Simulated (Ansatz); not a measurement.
## One elementary step

Start structure (AlH3SO, singlet), relaxed at PBE0-D4/def2-TZVP:

Al1  (-0.403, 0.356, -0.150)
O2  (0.702, 0.309, 1.133)
S3  (-0.301, -1.287, -1.570)
H4  (0.711, -1.867, -0.898)
H5  (-1.458, 1.513, -0.331)
H6  (0.749, 0.976, 1.815)
(Å)

The step: AlH₃SO ([OH][AlH][SH]) → AlHS ([AlH][S]) + H₂O (still joined by a long Al–O bond); bonds formed: O2–H4; bonds broken: S3–H4; bonds weakened to dative contacts: Al1–O2. Program: Ansatz 0.2.0. Basis: def2-TZVPP and def2-QZVPP. Cores are frozen in the correlated methods. Extrapolation: Hartree–Fock as exp(−7.88 √X), correlation as X^−2.97. Energies below are by CCSD(T) at an estimated basis limit (MP2 extrapolated from triple and quadruple zeta, plus CCSD(T) − MP2 in triple zeta).

(1) What are the electronic barrier and the energy of the step, from the start structure to the end structure? (To be estimated.)

No T1 diagnostic of these runs exceeds 0.014.

Answers

(1) By the calculation: Barrier 37.75 kcal/mol; step energy 32.73 kcal/mol (uphill); reverse barrier, their difference, 5.02 kcal/mol. Barrier and step energy count from the start structure, the reverse barrier from the end structure.

The saddle point: One imaginary mode of 998i cm⁻¹.
| pair | start (Å) | saddle (Å) | end (Å) |
| --- | --- | --- | --- |
| O2–H4 | 2.98 | 1.17 | 0.98 |
| Al1–O2 | 1.69 | 1.85 | 1.96 |
| S3–H4 | 1.35 | 1.81 | 2.57 |

Zero-point energy (harmonic, PBE0-D4): ZPE is 18.79 kcal/mol at the start and 17.93 kcal/mol at the saddle, so the barrier goes from 37.75 to 36.90 kcal/mol.

First-order rate constant out of the start structure at 298 K by transition-state theory, with harmonic vibrational free energies alone and no tunnelling: ΔA‡ = 37.38 kcal/mol, so k = (kB T/h) exp(−ΔA‡/kB T) ≈ 10^-15 s⁻¹ (an order of magnitude at best: rotation, the number of equivalent paths and anharmonicity are left out).

Labels in which every atom is bracketed show which atoms are joined, not bond orders.

For scale, one of the runs: CCSD(T)/def2-TZVPP, 157 basis functions, launched by `ansatz run in.yaml --threads 2 --pin off --events-out ev --progress --plain --max-ram 4352MiB`. Time: 12 s of wall clock on 2 CPU threads of an Arm Neoverse V2; the host was shared. Peak host memory: 1 GiB.
